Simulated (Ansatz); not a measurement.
# Amorphous Si5P13 from a fast quench

A packing of 18 atoms, thrown in at random and pushed apart as soft spheres with like charges further apart (13 P, 5 Si) went through Langevin stages in a fixed cell of 19.42 Å³/atom, at one k point, without spin and with a Fermi–Dirac width of kT (0.05 eV at least). Computed with DFT PBE, scalar-relativistic, plane waves, PAW in Ansatz.

```csv
thermostat (K),duration (fs),friction (1/fs),cutoff (eV),mean T (K),mean P (GPa),mean square displacement (Å²)
3000,72,0.030,320,3842,7.3,0.53
3000,750,0.030,420,2736,2.4,5.71
2160,750,0.030,420,1863,1.5,2.55
1200,750,0.030,420,1249,0.3,1.02
300,750,0.030,420,292,0.4,0.28
```

Means run over the second half of a stage; pressure includes the kinetic part; displacements count from the stage's start, the atoms' common shift taken off.

Cell and atoms were then relaxed on coarser meshes and computed once more: Cutoff 420 eV; k points 5×5×5 on the computed 18-atom cell (Γ-centred); Gaussian smearing, width 0.10 eV; no spin polarisation.

What structure is left?

One draw of many: 19.31 Å³/atom with no gap on the mesh, 0.18 eV/atom above the elements' standard states (static lattices, no corrections for gases) (a random packing after short dynamics, relaxed).

Counting as bonded all pairs within 1.2 times the summed covalent radii:

| atom → neighbour | mean count | mean length (Å) | spread (Å) |
| --- | --- | --- | --- |
| P → P | 1.85 | 2.26 | 0.05 |
| P → Si | 1.23 | 2.33 | 0.05 |
| Si → P | 3.20 | 2.33 | 0.05 |
| Si → Si | 0.80 | 2.50 | 0.07 |

Angles between all pairs of such bonds at an atom (mean ± spread): 102 ± 14° at P, 106 ± 19° at Si.

```yaml
crystal:
  lattice:
    - [6.85614, -0.40532, 0.76550]
    - [-0.41141, 7.30628, -0.01376]
    - [0.76168, -0.02983, 7.04659]
  atoms:
    - { symbol: Si, position: [0.79570, 0.36194, 0.61383] }
    - { symbol: Si, position: [0.48123, 0.67513, 0.03340] }
    - { symbol: Si, position: [0.96976, 0.40055, 0.00717] }
    - { symbol: Si, position: [0.41169, 0.45615, 0.68259] }
    - { symbol: Si, position: [0.68649, 0.64887, 0.47860] }
    - { symbol: P, position: [0.74387, 0.88125, 0.70880] }
    - { symbol: P, position: [0.85689, 0.09663, 0.45107] }
    - { symbol: P, position: [0.58628, 0.08994, 0.32455] }
    - { symbol: P, position: [0.47149, 0.79729, 0.34351] }
    - { symbol: P, position: [0.31886, 0.19508, 0.51279] }
    - { symbol: P, position: [0.05694, 0.80072, 0.60512] }
    - { symbol: P, position: [0.23987, 0.00586, 0.77631] }
    - { symbol: P, position: [0.63914, 0.43513, 0.11691] }
    - { symbol: P, position: [0.01026, 0.75390, 0.29568] }
    - { symbol: P, position: [0.07217, 0.51167, 0.70181] }
    - { symbol: P, position: [0.54451, 0.27038, 0.87907] }
    - { symbol: P, position: [0.16739, 0.50924, 0.20813] }
    - { symbol: P, position: [0.96428, 0.08994, 0.95602] }
```

The final mesh leaves forces up to 0.29 eV/Å and stresses up to 0.4 GPa: the relaxation ran on a coarser mesh, so the cell's shape, its bonds and its energy belong partly to that mesh.

Cost: 6 runs of about 47 core-minutes in all (earlier runs that led there not counted), on Arm Neoverse V1 (shared hosts).